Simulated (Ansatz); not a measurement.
C₃H₅F₃ (`CCC(F)(F)F`) at its PBE0-D4/def2-TZVP geometry, where that method's forces vanish. Charge 0, multiplicity 1.

| atom | x (Å) | y (Å) | z (Å) |
| --- | --- | --- | --- |
| C1 | -1.104 | -0.590 | 0.396 |
| C2 | -0.164 | 0.071 | -0.595 |
| C3 | 1.135 | 0.502 | 0.026 |
| F4 | 0.952 | 1.391 | 1.014 |
| F5 | 1.942 | 1.078 | -0.877 |
| F6 | 1.810 | -0.532 | 0.552 |
| H7 | -0.656 | -1.487 | 0.826 |
| H8 | -2.030 | -0.882 | -0.102 |
| H9 | -1.359 | 0.089 | 1.211 |
| H10 | 0.088 | -0.605 | -1.416 |
| H11 | -0.614 | 0.965 | -1.034 |

Q: For each bond, give half the difference of the two atoms' forces along it (eV/Å; positive pushes the atoms apart) under PBE-D4, r2SCAN-D4, B3LYP-D4, ωB97M-V in def2-TZVPP. (Estimate.)

A: Computed: 
| bond | length (Å) | PBE-D4 | r2SCAN-D4 | B3LYP-D4 | ωB97M-V |
| --- | --- | --- | --- | --- | --- |
| C1–C2 | 1.518 | -0.01 | 0.12 | 0.20 | 0.19 |
| C1–H7 | 1.091 | 0.11 | -0.04 | -0.07 | -0.08 |
| C1–H8 | 1.091 | 0.09 | -0.03 | -0.08 | -0.07 |
| C1–H9 | 1.091 | 0.11 | -0.04 | -0.07 | -0.08 |
| C2–C3 | 1.504 | -0.23 | -0.15 | -0.07 | -0.06 |
| C2–H10 | 1.092 | 0.10 | -0.04 | -0.10 | -0.11 |
| C2–H11 | 1.092 | 0.10 | -0.04 | -0.10 | -0.11 |
| C3–F4 | 1.342 | 0.59 | 0.27 | 0.28 | 0.16 |
| C3–F5 | 1.341 | 0.58 | 0.27 | 0.27 | 0.16 |
| C3–F6 | 1.342 | 0.59 | 0.27 | 0.28 | 0.16 |

B3LYP here is the variant with VWN-RPA as its local correlation; programs differ in this.
